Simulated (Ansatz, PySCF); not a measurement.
Species: dihydrogen, H₂, charge 0, multiplicity 1. SMILES: [H][H]
Geometry: optimised at B3LYP-D3(BJ)/def2-TZVP (Ansatz, a program for electronic structure).

PBE beside other levels, property by property. UHF or UKS for open shells. No spin-orbit coupling. No relativistic terms. CBS(X,Y): correlation extrapolated as X^-3; Hartree-Fock from the larger set (for Q and 5 zeta extrapolated as (X+1)exp(-9√X)). Rows marked 298 K are enthalpies with B3LYP-D3(BJ) harmonic zero-point and thermal terms from PySCF. Atomisation energies are electronic, to ground-state atoms; the column to compare with has the core term from cc-pwCVTZ added, other frozen-core levels have none. Vertical energies are electronic, to the SCF solution reached for that spin. The coupled-cluster column (Ansatz) is a level with limits of its own: (a) CCSD(T)/CBS(aug-cc-pVTZ,aug-cc-pVQZ); (b) CCSD(T)/CBS(cc-pVQZ,cc-pV5Z).

```
property                                                              r2SCAN/def2-TZVPD (Ansatz)  r2SCAN-D4/def2-TZVPD (Ansatz + dftd4)  wB97X-V/def2-TZVPD (Ansatz)  coupled cluster
--------------------------------------------------------------------  --------------------------  -------------------------------------  ---------------------------  ---------------
atomisation energy (kcal/mol)                                                              107.4                                  107.4                        107.6        109.5 (b)
H-H bond dissociation enthalpy, 298 K, to H atom + H atom (kcal/mol)                       102.0                                  102.0                        102.1        104.1 (b)
vertical ionisation energy to the doublet (eV)                                             16.32                                  16.32                        16.40        16.43 (a)
```

Question: What does PBE/def2-TZVPD (Ansatz) give for each property, and on which side of coupled cluster does it fall?

Answer: 
- atomisation energy: PBE lies 4.9 kcal/mol below coupled cluster; PBE gives 104.6 kcal/mol.
- H-H bond dissociation enthalpy, 298 K, to H atom + H atom: PBE lies 4.9 kcal/mol below coupled cluster; PBE gives 99.2 kcal/mol.
- vertical ionisation energy to the doublet: PBE lies 0.21 eV below coupled cluster; PBE gives 16.22 eV.
